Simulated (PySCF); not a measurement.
## BN: energy against distance

Set-up: basis B x2c-SVPall, N x2c-SVPall; spin-free X2C with a Gaussian nucleus; PySCF 2.14. Energies in eV from B + N in their ground configurations at the same level. State: ³Π (triplet), unpaired electrons σ ↑, π ↑.

All columns are PBE0. A positive dipole means B(−)N(+).

```json
{"R (Å)": "1.134", "E (eV)": "-3.388", "μ (D)": "-1.77", "Mulliken charge on B (basis-dependent)": "-0.08", "HOMO (eV)": "-9.15", "LUMO (eV)": "-5.78", "Mayer bond order": "2.48", "⟨S²⟩": "2.00"}
{"R (Å)": "1.187", "E (eV)": "-4.203", "μ (D)": "-1.83", "Mulliken charge on B (basis-dependent)": "-0.04", "HOMO (eV)": "-9.15", "LUMO (eV)": "-5.54", "Mayer bond order": "2.45", "⟨S²⟩": "2.00"}
{"R (Å)": "1.240", "E (eV)": "-4.661", "μ (D)": "-1.89", "Mulliken charge on B (basis-dependent)": "0.00", "HOMO (eV)": "-8.91", "LUMO (eV)": "-5.33", "Mayer bond order": "2.42", "⟨S²⟩": "2.00"}
{"R (Å)": "1.279", "E (eV)": "-4.825", "μ (D)": "-1.92", "Mulliken charge on B (basis-dependent)": "0.02", "HOMO (eV)": "-8.73", "LUMO (eV)": "-5.18", "Mayer bond order": "2.39", "⟨S²⟩": "2.00"}
{"R (Å)": "1.319", "E (eV)": "-4.871", "μ (D)": "-1.95", "Mulliken charge on B (basis-dependent)": "0.05", "HOMO (eV)": "-8.56", "LUMO (eV)": "-5.04", "Mayer bond order": "2.37", "⟨S²⟩": "2.00"}
{"R (Å)": "1.359", "E (eV)": "-4.824", "μ (D)": "-1.97", "Mulliken charge on B (basis-dependent)": "0.08", "HOMO (eV)": "-8.40", "LUMO (eV)": "-4.91", "Mayer bond order": "2.35", "⟨S²⟩": "2.00"}
{"R (Å)": "1.411", "E (eV)": "-4.653", "μ (D)": "-1.99", "Mulliken charge on B (basis-dependent)": "0.11", "HOMO (eV)": "-8.21", "LUMO (eV)": "-4.75", "Mayer bond order": "2.31", "⟨S²⟩": "2.00"}
{"R (Å)": "1.477", "E (eV)": "-4.318", "μ (D)": "-1.97", "Mulliken charge on B (basis-dependent)": "0.14", "HOMO (eV)": "-7.97", "LUMO (eV)": "-4.57", "Mayer bond order": "2.25", "⟨S²⟩": "2.00"}
{"R (Å)": "1.556", "E (eV)": "-3.819", "μ (D)": "-1.90", "Mulliken charge on B (basis-dependent)": "0.17", "HOMO (eV)": "-7.70", "LUMO (eV)": "-4.43", "Mayer bond order": "2.16", "⟨S²⟩": "2.01"}
{"R (Å)": "1.662", "E (eV)": "-3.109", "μ (D)": "-1.72", "Mulliken charge on B (basis-dependent)": "0.20", "HOMO (eV)": "-7.32", "LUMO (eV)": "-4.51", "Mayer bond order": "1.95", "⟨S²⟩": "2.03"}
```

A fit through these points gives, at Re = 1.317 Å, μ = -1.95 D and dμ/dR = -0.650 D/Å; the reduced mass is 6.164 u.

Problem. How strong is the fundamental in the double-harmonic approximation, I = 42.26·(dμ/dR)²/μred km/mol?

Solution. I = 42.26·(-0.650)²/6.164 = 2.90 km/mol at PBE0.

The state is the lowest determinant that a PBE0 search found; another state may lie lower at other levels.
